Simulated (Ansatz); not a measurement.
CH$_{4}$NS, doublet: at the end structure of a reaction step.

in.yaml

```yaml
crystal:
  periodic: [false, false, false]
  atoms:
    - {symbol: C, position_ang: [0.088613, -0.537988, -0.143201]}
    - {symbol: N, position_ang: [0.088521, -0.444335, 1.273115]}
    - {symbol: S, position_ang: [-1.122808, 0.645487, -0.846043]}
    - {symbol: H, position_ang: [-0.268414, -1.517892, -0.465132]}
    - {symbol: H, position_ang: [1.063858, -0.346130, -0.604248]}
    - {symbol: H, position_ang: [0.502733, 0.460985, 1.515627]}
    - {symbol: H, position_ang: [-0.352503, 1.739774, -0.730118]}
basis:
  gaussian: {orbitals: def2-SVP}
magnetization: {spin_polarized: true, initial_magnetization: 1}
hamiltonian: {xc: pbe0, dispersion: d4}
```

Command:

```bash
ansatz run in.yaml --threads 2 --pin off --events-out ev --progress --plain --max-ram 4352MiB
```

The run's output (Ansatz 0.2.0):

```
Functional definition: PBE0
  name "PBE0"
  cite "Adamo & Barone, J. Chem. Phys. 110, 6158 (1999) doi:10.1063/1.478522"
  cite "Perdew, Burke & Ernzerhof, Phys. Rev. Lett. 77, 3865 (1996) doi:10.1103/PhysRevLett.77.3865"
  parent pbe
  parameter a = 0.25
  parameter kappa = 0.804
  parameter beta = 0.06672455060314922
  exchange = (1 - a)*pbe_x(kappa = kappa, mu = beta*pi^2/3) + a*exact_x
  correlation = pbe_c(beta = beta)
661 factors; integrals over basis functions are off by at most 1.3e-3 eV
mean field evaluation 1: about -13402.3522 eV, gradient 4.2e1 eV
mean field evaluation 2: about -13301.0078 eV, gradient 1.1e2 eV
mean field evaluation 4: about -13412.4100 eV, gradient 1.1e1 eV
mean field evaluation 8: about -13413.1660 eV, gradient 9.3e-1 eV
mean field evaluation 16: about -13413.3264 eV, gradient 6.5e-3 eV
mean field -13413.32643989 eV, -492.9306547868 hartree, gradient 4.7e-5 eV, S^2 0.754974; 0 other end points of the search recorded, 0 dependent functions left out
reference -13413.32645952 eV, -492.9306555080 hartree; 17, 16 occupied and 49, 50 virtual orbitals, 661 factors
Total energy: -13413.41541877 eV, -492.9339247003 hartree
```

The run took about 1.2 s on 2 CPU threads of an Arm Neoverse V2 (shared host).
